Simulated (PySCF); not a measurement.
## Atomic charges against the basis set

Compound: C5H9F.
Structure used (PBE0-D3(BJ)/def2-SVP), in Å, numbered top down from 1:
```
atom  x, y, z in Å
F1    -1.041   -0.065    1.784
C2    -1.187    0.061    0.411
C3    -0.348    1.232   -0.065
C4     1.092    0.695   -0.044
C5     0.968   -0.844   -0.163
C6    -0.538   -1.134   -0.259
H7    -2.264    0.166    0.201
H8    -0.500    2.121    0.564
H9    -0.661    1.493   -1.089
H10    1.583    0.966    0.902
H11    1.700    1.131   -0.851
H12    1.516   -1.245   -1.028
H13    1.389   -1.329    0.730
H14   -0.840   -2.078    0.217
H15   -0.870   -1.170   -1.309
```

PBE0 throughout (PySCF), one geometry, spherical d and f functions. One conformer (not necessarily the lowest) at the PBE0-D3(BJ)/def2-SVP geometry, without solvent, vibrations or thermal averaging. Atoms taken as equivalent share a column and are averaged. The first 7 of 9 kinds of atom are listed.

Mulliken charges (e):

```csv
basis,functions,F1,C2,C3/C6,C4/C5,H7,H8/H14,H9/H15
STO-3G,39,-0.126,+0.042,-0.157,-0.147,+0.069,+0.081,+0.077
6-31G,72,-0.357,+0.140,-0.343,-0.328,+0.160,+0.185,+0.166
pcSseg-0,72,-0.393,+0.103,-0.510,-0.482,+0.239,+0.260,+0.249
6-31G*,102,-0.363,+0.220,-0.372,-0.342,+0.151,+0.186,+0.169
def2-SVP,129,-0.286,+0.149,-0.058,-0.064,+0.031,+0.050,+0.039
cc-pVDZ,129,-0.255,+0.147,-0.049,-0.061,+0.011,+0.041,+0.038
pcSseg-1,147,-0.345,+0.124,-0.218,-0.232,+0.104,+0.135,+0.120
"6-311+G(2d,p)",216,-0.277,+0.135,-0.288,-0.250,+0.116,+0.144,+0.141
aug-cc-pVDZ,219,-0.592,+0.792,+0.515,+0.551,-0.306,-0.261,-0.246
def2-TZVP,240,-0.237,+0.116,-0.189,-0.219,+0.080,+0.115,+0.096
IGLO-III,300,-0.277,+0.147,-0.249,-0.223,+0.083,+0.134,+0.125
cc-pVTZ,306,-0.246,+0.169,-0.177,-0.183,+0.062,+0.095,+0.082
```

IAO charges (e):

| basis | functions | F1 | C2 | C3/C6 | C4/C5 | H7 | H8/H14 | H9/H15 |
| --- | --- | --- | --- | --- | --- | --- | --- | --- |
| STO-3G | 39 | -0.148 | +0.029 | -0.276 | -0.260 | +0.118 | +0.138 | +0.133 |
| 6-31G | 72 | -0.323 | +0.152 | -0.288 | -0.277 | +0.138 | +0.153 | +0.142 |
| pcSseg-0 | 72 | -0.310 | +0.144 | -0.295 | -0.283 | +0.139 | +0.155 | +0.144 |
| 6-31G* | 102 | -0.330 | +0.184 | -0.276 | -0.264 | +0.126 | +0.144 | +0.133 |
| def2-SVP | 129 | -0.334 | +0.186 | -0.271 | -0.261 | +0.125 | +0.142 | +0.132 |
| cc-pVDZ | 129 | -0.332 | +0.184 | -0.277 | -0.266 | +0.128 | +0.145 | +0.134 |
| pcSseg-1 | 147 | -0.341 | +0.183 | -0.276 | -0.266 | +0.131 | +0.146 | +0.135 |
| 6-311+G(2d,p) | 216 | -0.349 | +0.183 | -0.282 | -0.273 | +0.135 | +0.149 | +0.139 |
| aug-cc-pVDZ | 219 | -0.348 | +0.184 | -0.281 | -0.272 | +0.134 | +0.148 | +0.138 |
| def2-TZVP | 240 | -0.348 | +0.187 | -0.282 | -0.273 | +0.133 | +0.149 | +0.139 |
| IGLO-III | 300 | -0.349 | +0.184 | -0.283 | -0.273 | +0.135 | +0.149 | +0.139 |
| cc-pVTZ | 306 | -0.345 | +0.186 | -0.283 | -0.273 | +0.133 | +0.149 | +0.139 |

Hirshfeld charges (e):

| basis | functions | F1 | C2 | C3/C6 | C4/C5 | H7 | H8/H14 | H9/H15 |
| --- | --- | --- | --- | --- | --- | --- | --- | --- |
| STO-3G | 39 | -0.098 | +0.079 | -0.029 | -0.019 | +0.007 | +0.016 | +0.013 |
| 6-31G | 72 | -0.143 | +0.071 | -0.067 | -0.058 | +0.038 | +0.040 | +0.036 |
| pcSseg-0 | 72 | -0.135 | +0.074 | -0.068 | -0.058 | +0.037 | +0.038 | +0.034 |
| 6-31G* | 102 | -0.132 | +0.066 | -0.068 | -0.059 | +0.036 | +0.039 | +0.036 |
| def2-SVP | 129 | -0.121 | +0.064 | -0.077 | -0.066 | +0.038 | +0.041 | +0.040 |
| cc-pVDZ | 129 | -0.114 | +0.061 | -0.076 | -0.064 | +0.036 | +0.040 | +0.039 |
| pcSseg-1 | 147 | -0.121 | +0.062 | -0.080 | -0.069 | +0.041 | +0.042 | +0.042 |
| 6-311+G(2d,p) | 216 | -0.125 | +0.054 | -0.083 | -0.074 | +0.044 | +0.045 | +0.045 |
| aug-cc-pVDZ | 219 | -0.120 | +0.053 | -0.088 | -0.078 | +0.045 | +0.047 | +0.047 |
| def2-TZVP | 240 | -0.120 | +0.054 | -0.084 | -0.074 | +0.043 | +0.045 | +0.045 |
| IGLO-III | 300 | -0.119 | +0.053 | -0.087 | -0.077 | +0.044 | +0.046 | +0.046 |
| cc-pVTZ | 306 | -0.118 | +0.056 | -0.083 | -0.073 | +0.042 | +0.044 | +0.044 |

Problem. Which scheme is steadiest as the basis changes?

Solution. Largest range over the bases for any column: Hirshfeld 0.06 e, IAO 0.20 e, Mulliken 1.03 e. Hirshfeld charges move least and Mulliken charges most, counted in e. Without the minimal STO-3G basis the ranges are Hirshfeld 0.03, IAO 0.04, Mulliken 1.03 e.

Problem. How much do the charges still move between the two largest bases, IGLO-III and cc-pVTZ?

Solution. At most, over all atoms: Mulliken 0.072 e, IAO 0.004 e, Hirshfeld 0.004 e.

Problem. What do the same runs give for the total energy, the frontier levels and the dipole moment?

Solution. 
```csv
basis,energy (Eh),HOMO (eV),LUMO (eV),μ (D)
STO-3G,-291.7204,-4.82,8.38,0.99
6-31G,-295.3912,-8.55,2.40,1.91
pcSseg-0,-294.7905,-8.73,1.83,1.92
6-31G*,-295.4557,-8.49,2.46,1.57
def2-SVP,-295.2465,-8.67,1.56,1.68
cc-pVDZ,-295.4770,-8.58,1.63,1.62
pcSseg-1,-295.4288,-8.76,1.21,1.78
"6-311+G(2d,p)",-295.5510,-8.76,0.29,1.85
aug-cc-pVDZ,-295.4995,-8.72,-0.13,1.81
def2-TZVP,-295.5752,-8.72,1.03,1.75
IGLO-III,-295.5836,-8.74,0.67,1.79
cc-pVTZ,-295.5659,-8.69,1.05,1.69
```

The dipole is fixed by the density alone, so its range of 0.93 D shows that the density itself changes with the basis, not only its division among atoms.
